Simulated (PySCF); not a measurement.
## Cl: ionisation energy

Cl [Ne] 3s2 3p5 [3p1/2^2 3p3/2^3, M_J = 3/2] → Cl⁺ [Ne] 3s2 3p4 [3p1/2^2 3p3/2^2, M_J = 2], as a difference of total energies. All numbers are calculated (PySCF 2.14, the two-component X2C-1e Hamiltonian, in x2c-TZVPPall-2c). Correlated levels: [Ne] frozen; the 6 highest virtual spinors dropped. "Screened" scales the spin-orbit matrix elements by Boettger's factors to mimic the two-electron term; Breit and QED terms are absent.

```
                    method  ionisation energy (eV)
           GHF (spin-free)                  11.774
          GMP2 (spin-free)                  12.697
 GHF (screened spin-orbit)                  11.766
GMP2 (screened spin-orbit)                  12.690
```

How much does correlation contribute at GMP2 (screened spin-orbit)?

12.690 − (11.766) = 0.924 eV, measured against GHF (screened spin-orbit).

Errors of the correlated levels include the incompleteness of this basis and the frozen core.

The labels give the starting determinants; with spin-orbit coupling the two ends relaxed to ⟨J²⟩ = 3.76, ⟨L²⟩ = 2.01, ⟨S²⟩ = 0.75 and ⟨J²⟩ = 6.01, ⟨L²⟩ = 2.02, ⟨S²⟩ = 2.00.

For comparison: 12.968 eV (measured; NIST Atomic Spectra Database, ionization energies).
